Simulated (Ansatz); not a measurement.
bcc Cs was calculated with HSE06 (PAW; Ansatz, a program for electronic structure).

Settings: plane-wave cutoff 460 eV, 8×8×8 k mesh, Fermi–Dirac smearing 0.05 eV, scalar-relativistic PAW data made under PBE.

Results at a series of volumes:

```
V (Å³/atom)  E − E_lowest (meV/atom)  P (GPa)
-----------  -----------------------  -------
115.893                         1.90    0.106
118.943                         0.44    0.049
120.423                         0.10    0.024
121.993                         0.00   -0.002
125.043                         0.47   -0.047
128.093                         1.76   -0.087
```

Q: Estimate the bulk modulus from the pressures at 120.423 and 125.043 Å³/atom, and compare it with a fit to all energies.

A: B = −V dP/dV. Between V = 120.423 and 125.043 Å³/atom, dP/dV = (-0.047 − (0.024))/(125.043 − 120.423) = -0.0154 GPa per Å³/atom; at the midpoint 122.733 Å³/atom this gives B ≈ 1.89 GPa. The third-order Birch–Murnaghan fit gives V0 = 121.871 Å³/atom, B0 = 1.92 GPa, B′ = 3.6, which lies 2 % above that estimate.

Measured, for comparison: bulk modulus 2.11 GPa (corrected for temperature and zero-point phonon effects, our sources range from 2.11 to 2.35; as tabulated in Levämäki et al. (2014), arXiv:1402.3671); equilibrium volume per atom 110.12 Å³/atom (low-temperature or extrapolated to 0 K; zero-point anharmonic expansion removed; as tabulated in Csonka et al. (2009), arXiv:0903.4037). Computed (rounded) less measured: bulk modulus -9 % (-9 % to -18 % over the range), equilibrium volume per atom +10.7 %.

Spin–orbit coupling is not included.

Static lattice: no zero-point or thermal effects.

It cost about 40 core-minutes (a rough figure) of CPU time.
